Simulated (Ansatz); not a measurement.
in.yaml

```yaml
crystal:
  periodic: [false, false, false]
  atoms:
    - {symbol: C, position_ang: [0.000000, -0.101062, 0.000000]}
    - {symbol: H, position_ang: [0.000000, 0.602132, -0.862093]}
    - {symbol: H, position_ang: [0.000000, 0.602132, 0.862093]}
basis:
  gaussian: {orbitals: cc-pVTZ}
magnetization: {spin_polarized: true, initial_magnetization: 2}
hamiltonian: {xc: {name: revPBE}}
```

```sh
$ ansatz run in.yaml --threads 1 --pin off --events-out ev --progress --plain --max-ram 2393MiB
```

Question: Roughly how long does this take on 1 thread of Intel Xeon Platinum 8375C, shared host, and how much host memory?

Answer: 0.42 s wall and 0.15 GiB.

```
284 factors; their error is unknown
mean field evaluation 1: about -1063.1839 eV, gradient 1.9e1 eV
mean field evaluation 2: about -1062.7985 eV, gradient 2.0e1 eV
mean field evaluation 4: about -1065.0378 eV, gradient 5.3e-1 eV
mean field evaluation 8: about -1065.0342 eV, gradient 2.1e-3 eV
mean field -1065.03421074 eV, -39.1392853385 hartree, gradient 3.4e-5 eV, S^2 2.004838; 0 other end points of the search recorded, 0 dependent functions left out
reference -1065.03424186 eV, -39.1392864821 hartree; 5, 3 occupied and 53, 55 virtual orbitals, 284 factors
Total energy: -1065.03424186 eV, -39.1392864821 hartree
```
